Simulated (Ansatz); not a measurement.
A made-up structure of Si2HS, doublet:

Si1  (-2.418, 0.973, 0.377)
Si2  (-0.578, -0.277, 0.523)
S3  (1.104, 0.149, -0.677)
H4  (-3.133, 2.191, 0.530)
(Å)

It is relaxed with PBE-D4/def2-SVP and then PBE0-D4/def2-TZVP (Ansatz 0.2.0). Atoms count as bonded within 1.22 times the sum of their covalent radii (H–H: 0.88 Å). The end point is not checked to be a true minimum.

(1) Does its bonding change? (A judgement: the text doesn't fix the answer.)

Answers

(1) By the calculation: No: no bond forms or breaks.

Where it ends: The first stage lowers the energy by 1.74 eV in 17 steps. It ends as Si₂HS ([SiH][Si][S]):
```json
{"atom": "Si1", "x (Å)": "-3.0569", "y (Å)": "0.7726", "z (Å)": "0.0541"}
{"atom": "Si2", "x (Å)": "-0.8714", "y (Å)": "0.3407", "z (Å)": "-0.0819"}
{"atom": "S3", "x (Å)": "1.0493", "y (Å)": "0.1446", "z (Å)": "-0.0695"}
{"atom": "H4", "x (Å)": "-2.1457", "y (Å)": "1.7774", "z (Å)": "0.8510"}
```

Labels in which every atom is bracketed show which atoms are joined, not bond orders.

For scale, one of the runs: PBE0-D4/def2-TZVP relaxation, 117 basis functions, launched by `ansatz run in.yaml --threads 2 --pin off --events-out ev --progress --plain --max-ram 4352MiB`. Hardware: 2 CPU threads of an Arm Neoverse V1, shared host. Wall time about 24 s.
